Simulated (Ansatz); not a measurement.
Cubic perovskite SrTiO₃ (cubic form, which distorts at low temperature) was calculated with rVV10 in Ansatz (PAW).

Numerical settings: plane-wave cutoff 520 eV, 10×10×10 k mesh, Fermi–Dirac smearing 0.01 eV, no spin polarisation, scalar-relativistic PAW data made under PBE.

Computed points:

```json
[
 {"V (Å³/atom)": "11.538", "E − E_lowest (meV/atom)": "26.81", "P (GPa)": "12.32"},
 {"V (Å³/atom)": "11.784", "E − E_lowest (meV/atom)": "11.48", "P (GPa)": "7.77"},
 {"V (Å³/atom)": "12.029", "E − E_lowest (meV/atom)": "2.77", "P (GPa)": "3.68"},
 {"V (Å³/atom)": "12.275", "E − E_lowest (meV/atom)": "0.00", "P (GPa)": "0.00"},
 {"V (Å³/atom)": "12.520", "E − E_lowest (meV/atom)": "2.57", "P (GPa)": "-3.29"},
 {"V (Å³/atom)": "12.766", "E − E_lowest (meV/atom)": "9.92", "P (GPa)": "-6.25"},
 {"V (Å³/atom)": "13.011", "E − E_lowest (meV/atom)": "21.58", "P (GPa)": "-8.91"}
]
```

**Question.** Estimate the bulk modulus from the pressures at 12.029 and 12.520 Å³/atom, and compare it with a fit to all energies.

**Answer.** B = −V dP/dV. Between V = 12.029 and 12.520 Å³/atom, dP/dV = (-3.29 − (3.68))/(12.520 − 12.029) = -14.2 GPa per Å³/atom; at the midpoint 12.274 Å³/atom this gives B ≈ 174 GPa. The third-order Birch–Murnaghan fit gives V0 = 12.275 Å³/atom, B0 = 174 GPa, B′ = 4.4, which lies within 1 % of that estimate.

Measured, for comparison: bulk modulus 172 GPa (room temperature, not corrected to a static lattice, Murnaghan fit, our sources range from 165 to 179; as tabulated in Guennou et al. (2010), arXiv:0910.0710); equilibrium volume per atom 11.77 Å³/atom (0 K, cubic phase extrapolated to 0 K; as tabulated in Bilc et al. (2008), arXiv:0805.0753). Computed (rounded) less measured: bulk modulus +1 % (inside the range of the sources held), equilibrium volume per atom +4.3 %.

Note: the relaxation could not lower the start's symmetry, so the cell can be a saddle point above a distorted one.

Ansatz is an electronic-structure program.
